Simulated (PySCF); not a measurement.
Molecule: SMILES C1[C@H](C(Cl)Cl)O1, C3H4Cl2O.

Geometry:
| atom | x (Å) | y (Å) | z (Å) |
| --- | --- | --- | --- |
| Cl1 | -1.741 | -1.618 | 0.021 |
| C2 | -1.119 | 0.050 | -0.042 |
| Cl3 | -1.114 | 0.682 | -1.695 |
| C4 | 0.249 | 0.069 | 0.600 |
| C5 | 1.491 | -0.026 | -0.159 |
| O6 | 1.041 | 1.200 | 0.388 |
| H7 | -1.822 | 0.672 | 0.526 |
| H8 | 0.219 | -0.316 | 1.629 |
| H9 | 2.372 | -0.469 | 0.322 |
| H10 | 1.446 | -0.098 | -1.251 |

Geometry PBE0-D3(BJ)/def2-SVP throughout; GIAO in PySCF, gas phase, one conformer, non-relativistic; equivalent atoms averaged; functional PBE0.

For orientation, aug-cc-pVDZ gives these absolute shieldings σ: Cl1 743.1, Cl3 782.8, C2 112.7, C4 144.3, C5 156.2, O6 306.9, H7 25.22, H8 28.26, H9 28.79 ppm.

A run gave: Cl1 736.9, Cl3 777.6, C2 117.5, C4 144.0, C5 154.3, O6 305.9, H7 26.07, H8 29.05, H9 29.46 ppm (absolute shieldings σ).

Question: Which basis set was used in that run?
A. 6-31G*
B. cc-pVTZ
C. def2-SVP
D. cc-pVDZ
E. def2-TZVP

Answer: A. C2 tells them apart best: 6-31G* gives 117.5, cc-pVTZ gives 103.6, cc-pVDZ gives 112.4, def2-SVP gives 112.5, def2-TZVP gives 102.8 ppm.
